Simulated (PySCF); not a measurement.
## Relaxation of singlet C4

Method: PySCF, B3LYP, basis C def2-TZVP (no relativity, density fitting). A (50,194) grid was used.

A start displaced from a saddle point along its imaginary mode, with no symmetry imposed:

```xyz
4
charge 0 multiplicity 1, angstrom
C     0.7073    0.3807    0.6724
C     0.5370   -0.2951   -0.6724
C    -0.5370    0.2446   -0.5719
C    -0.7073   -0.3302    0.5719
```

Optimiser trace:
```
step  E − E(last) (kJ/mol)  largest gradient (Eh/bohr)
   0                332.32                     0.17010
   1                215.24                     0.04209
   2                109.18                     0.06095
   3                 63.93                     0.06662
   4                 28.65                     0.03318
   5                 11.41                     0.01622
   6                  4.43                     0.00824
   7                  2.14                     0.00894
   8                  1.49                     0.00662
   9                  0.75                     0.00576
  10                  0.20                     0.00398
  11                  0.04                     0.00200
  12                  0.00                     0.00033
  13                  0.00                     0.00008
```

It ends at D2h with C–C 1.442 Å (×4), C–C 1.493 Å; C–C–C 58.8° (×4), C–C–C 62.4° (×2), C–C–C 117.6° (×2). A frequency run shows a minimum. Other isomers or separated fragments may lie lower.
